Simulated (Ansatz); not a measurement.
in.yaml

```yaml
crystal:
  periodic: [false, false, false]
  atoms:
    - {symbol: Mo, position_ang: [0.000000, 0.000000, 0.000000]}
    - {symbol: S, position_ang: [0.000000, 0.000000, 2.024800]}
basis:
  gaussian: {orbitals: def2-SVP}
total_charge: 1
magnetization: {spin_polarized: false, initial_magnetization: 1}
correlation: {method: ccsdt_q, electrons: outside_noble_gas}
```

```sh
$ ansatz run in.yaml --threads 1 --pin off --events-out ev --progress --plain --max-ram 2393MiB
```

Output:

```
818 factors; integrals over basis functions are off by at most 1.8e-7 eV
mean field evaluation 1: about -12637.1904 eV, gradient 3.4e1 eV
mean field evaluation 2: about -12637.3206 eV, gradient 3.4e1 eV
mean field evaluation 4: about -12640.3796 eV, gradient 9.8e0 eV
mean field evaluation 8: about -12640.7753 eV, gradient 1.0e0 eV
mean field evaluation 16: about -12641.0783 eV, gradient 2.2e0 eV
mean field evaluation 32: about -12641.7100 eV, gradient 1.8e0 eV
mean field evaluation 64: about -12640.6398 eV, gradient 9.3e-1 eV
mean field evaluation 96: about -12641.4952 eV, gradient 8.5e0 eV
mean field evaluation 128: about -12640.7920 eV, gradient 4.6e-1 eV
mean field evaluation 160: about -12640.2160 eV, gradient 1.0e0 eV
...
cycle  25  -8.31285834 eV  change   -1.2e-5 eV  update   1.4e-5
cycle  26  -8.31284051 eV  change    1.8e-5 eV  update   1.1e-5
cycle  27  -8.31282834 eV  change    1.2e-5 eV  update   8.6e-6
cycle  28  -8.31282421 eV  change    4.1e-6 eV  update   6.6e-6
cycle  29  -8.31281200 eV  change    1.2e-5 eV  update   4.7e-6
cycle  30  -8.31280467 eV  change    7.3e-6 eV  update   3.2e-6
cycle  31  -8.31279809 eV  change    6.6e-6 eV  update   2.2e-6
cycle  32  -8.31279789 eV  change    2.0e-7 eV  update   1.4e-6
cycle  33  -8.31279640 eV  change    1.5e-6 eV  update   1.0e-6
cycle  34  -8.31279550 eV  change    9.0e-7 eV  update   6.6e-7
perturbative correction -0.02922871 eV, -0.0010741354 hartree
Total energy: -12650.14136594 eV, -464.8841206246 hartree
```

Ran on 1 thread of AMD EPYC, shared host: 4.4 min wall, 0.51 GiB peak host memory.
